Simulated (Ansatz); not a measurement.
Born–Oppenheimer molecular dynamics of FLi (2 atoms, charge 0, multiplicity 1). It starts from a relaxed structure.

The calculation used RKS PBE-D4/def2-TZVP in Ansatz.

```yaml
ensemble: NVE (velocity Verlet)
time_step: 2 fs
steps_asked: 166
starting_velocities_drawn_for: 1000 K
seed: 112342
```

Frames 10 fs apart, positions in Å, forces in eV/Å.

Velocities at 180.0 fs (Å/ps):

```
Li -4.74 1.56 -2.46
F 1.73 -0.57 0.90
```

```xyz
2
Properties=species:S:1:pos:R:3:forces:R:3 time_fs=180.0 energy_less_start_eV=0.029 T=352
Li -0.619 0.178 -0.327 -0.88 0.29 -0.46
F 0.671 -0.246 0.343 0.88 -0.29 0.46
2
Properties=species:S:1:pos:R:3:forces:R:3 time_fs=190.0 energy_less_start_eV=0.022 T=503
Li -0.690 0.202 -0.364 0.64 -0.21 0.33
F 0.697 -0.254 0.356 -0.64 0.21 -0.33
2
Properties=species:S:1:pos:R:3:forces:R:3 time_fs=200.0 energy_less_start_eV=0.025 T=441
Li -0.692 0.202 -0.365 0.67 -0.22 0.35
F 0.698 -0.255 0.357 -0.67 0.22 -0.35
2
Properties=species:S:1:pos:R:3:forces:R:3 time_fs=210.0 energy_less_start_eV=0.025 T=425
Li -0.621 0.179 -0.328 -0.83 0.27 -0.43
F 0.672 -0.246 0.343 0.83 -0.27 0.43
2
Properties=species:S:1:pos:R:3:forces:R:3 time_fs=220.0 energy_less_start_eV=0.006 T=857
Li -0.637 0.184 -0.337 -0.39 0.13 -0.20
F 0.678 -0.248 0.346 0.39 -0.13 0.20
2
Properties=species:S:1:pos:R:3:forces:R:3 time_fs=230.0 energy_less_start_eV=0.040 T=107
Li -0.703 0.206 -0.371 0.82 -0.27 0.43
F 0.702 -0.256 0.359 -0.82 0.27 -0.43
2
Properties=species:S:1:pos:R:3:forces:R:3 time_fs=240.0 energy_less_start_eV=0.006 T=867
Li -0.673 0.196 -0.355 0.35 -0.11 0.18
F 0.691 -0.252 0.353 -0.35 0.11 -0.18
2
Properties=species:S:1:pos:R:3:forces:R:3 time_fs=250.0 energy_less_start_eV=0.044 T=20
Li -0.611 0.175 -0.323 -1.11 0.37 -0.58
F 0.668 -0.245 0.341 1.11 -0.37 0.58
2
Properties=species:S:1:pos:R:3:forces:R:3 time_fs=260.0 energy_less_start_eV=0.001 T=984
Li -0.661 0.192 -0.349 0.13 -0.04 0.07
F 0.687 -0.251 0.351 -0.13 0.04 -0.07
2
Properties=species:S:1:pos:R:3:forces:R:3 time_fs=270.0 energy_less_start_eV=0.044 T=12
Li -0.706 0.207 -0.372 0.86 -0.28 0.45
F 0.703 -0.256 0.359 -0.86 0.28 -0.45
2
Properties=species:S:1:pos:R:3:forces:R:3 time_fs=280.0 energy_less_start_eV=0.001 T=984
Li -0.649 0.188 -0.343 -0.12 0.04 -0.06
F 0.682 -0.249 0.348 0.12 -0.04 0.06
2
Properties=species:S:1:pos:R:3:forces:R:3 time_fs=290.0 energy_less_start_eV=0.037 T=173
Li -0.614 0.176 -0.324 -1.01 0.33 -0.52
F 0.669 -0.245 0.342 1.01 -0.33 0.52
```

Of the whole run (332 fs, mean temperature of the second half 507 K): The conserved energy stayed within 0.7 meV per atom of its start (net change -0.004 meV per atom), so the integration is sound. The temperature averaged 0.51 of the 1000 K drawn at the start: a run that starts near a minimum puts about half its kinetic energy into the potential. A run of 0.33 ps of so small a system gives no equilibrium averages.

The run took 35 s on 1 CPU thread of a shared host.
